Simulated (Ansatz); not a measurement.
We consider antiferromagnetic (type II) rock-salt NiO, described by Hartree–Fock (Ansatz, a first-principles code, plane waves, PAW).

Numerical settings: plane-wave cutoff 460 eV, 10×10×10 k mesh, Fermi–Dirac smearing 0.01 eV, spin-polarised with opposed moments, scalar-relativistic PAW data made under PBE.

Computed at the level's own relaxed cell.

**Question.** Give the computed band gap, smallest direct gap on the k points sampled and magnetic moment (largest site, within a sphere).

**Answer.** 
band gap: 13.61 eV (on the SCF k mesh) (indirect)
smallest direct gap on the k points sampled: 14.21 eV
magnetic moment (largest site, within a sphere): 1.88 μB

Moments are spin moments.

Static lattice: no zero-point or thermal effects.

The result took about 2.2 core-hours (a rough figure).
